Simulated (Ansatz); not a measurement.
Geometry optimisation, RKS B3LYP-D4/def2-SVP (Ansatz 0.2.0).

The input (input.yaml):

```yaml
crystal:
  periodic: [false, false, false]
  atoms:
    - { symbol: Si, position_ang: [0.0, 0.0, 0.0] }
    - { symbol: O, position_ang: [0.0, 0.0, 1.68] }
    - { symbol: C, position_ang: [-1.1112, -0.3437, 2.4945] }
    - { symbol: H, position_ang: [-1.814, -0.9775, 1.9143] }
    - { symbol: H, position_ang: [-0.7584, -0.9037, 3.3856] }
    - { symbol: H, position_ang: [-1.6313, 0.5809, 2.8212] }
    - { symbol: H, position_ang: [1.3768, 0.0, -0.4862] }
    - { symbol: H, position_ang: [-0.6877, 1.1914, -0.4862] }
    - { symbol: H, position_ang: [-0.6877, -1.1914, -0.4862] }
basis:
  gaussian: { orbitals: def2-SVP }
hamiltonian:
  xc: b3lyp
  dispersion: d4
relax:
  f_tol: 0.02
  max_steps: 40
```

Launched with:

```bash
$ ansatz run input.yaml --threads 1 --pin off --max-ram 2048MiB --backend cpu --events-out ev --progress --plain --runs-dir out
```

Question: Where does it end, and by what steps?

Answer: It converged. The force dipped under the threshold on the way, but the program's further checks kept it going. After 8 steps the energy has fallen by 0.081 eV; H5 moved furthest, 0.35 Å.

```tsv
step	energy less start (eV)	largest force component (eV/Å)	accepted
0	0.0000	1.114	yes
1	-0.0571	0.426	yes
2	-0.0651	0.082	yes
3	-0.0682	0.063	yes
4	-0.0694	0.408	yes
5	-0.0803	0.031	yes
6	-0.0810	0.006	yes
7	-0.0812	0.068	yes
8	-0.0814	0.013	yes
```

```xyz
9
Properties=species:S:1:pos:R:3
Si -0.008 -0.006 0.008
O 0.040 -0.291 1.648
C -1.096 -0.377 2.477
H -1.773 -1.198 2.170
H -0.766 -0.577 3.509
H -1.680 0.564 2.480
H 1.402 0.011 -0.460
H -0.659 1.307 -0.291
H -0.773 -1.077 -0.703
```

Whether the end is a true minimum wasn't checked by a vibrational analysis.

Run time: 12 s on 1 thread of Intel(R) Xeon(R) 6975P-C (Granite Rapids), on a shared host, peak memory 0.14 GiB.
